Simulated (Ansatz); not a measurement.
**CHBSi+ (doublet): from Hartree-Fock to the top rungs, def2-TZVPP**

One table from this session's results is given with a row withheld; the runs are named, their logs left out.

The runs use Ansatz 0.2.0, Gaussian basis; def2-TZVPP, core rule «outside noble gas», up to 7 orbitals frozen.

To be run: UHF; ROHF; CCSD(T) on UHF.

2 further runs of the same task are left out: 2 set aside as unsound or not needed.

### What is computed

The geometry is a PBE0/def2-TZVP stationary point (not a proven minimum) of the parent state, kept for this charge and spin.

4 atoms, charge 1, spin multiplicity 2.

Atoms are counted from 1 here; the program's logs count them from 0.

Bond lengths: B1–Si2 1.815 Å, B1–C3 1.407 Å, Si2–C3 1.732 Å, Si2–H4 1.493 Å. Angles: Si2–B1–C3 63.6°, B1–Si2–C3 46.7°, B1–Si2–H4 165.7°, C3–Si2–H4 147.6°, B1–C3–Si2 69.8°.

The first run:

in.yaml

```yaml
crystal:
  periodic: [false, false, false]
  atoms:
    - {symbol: B, position_ang: [0.000000, 0.715616, 0.992391]}
    - {symbol: Si, position_ang: [0.000000, 0.025459, -0.685824]}
    - {symbol: C, position_ang: [0.000000, -0.688224, 0.892036]}
    - {symbol: H, position_ang: [0.000000, -0.184056, -2.163841]}
basis:
  gaussian: {orbitals: def2-TZVPP}
total_charge: 1
magnetization: {spin_polarized: true, initial_magnetization: 1}
hamiltonian: {xc: hf}
output: {orbitals: {seedname: orbitals}}
```

Launch:

```sh
> ansatz run in.yaml --threads 1 --pin off --events-out ev --progress --plain --max-ram 4096MiB --backend cpu
```

Among the steps run: UHF; ROHF; CCSD(T) on UHF.

One of the session's tables, all rows but one given; the rest of the session is left out.

| method | from UCCSD(T) (meV) |
| --- | --- |
| ROHF | +9771.3 |
| UHF | +9319.0 |
| UMP2 | +1493.6 |
| UCCSD | ? |
| UCCSD(T) | 0 |

Estimate the missing values for UCCSD.

**Answer.** from UCCSD(T) (meV): +595.6. In the column «from UCCSD(T) (meV)» it lies between UCCSD(T) (0) and UMP2 (+1493.6).
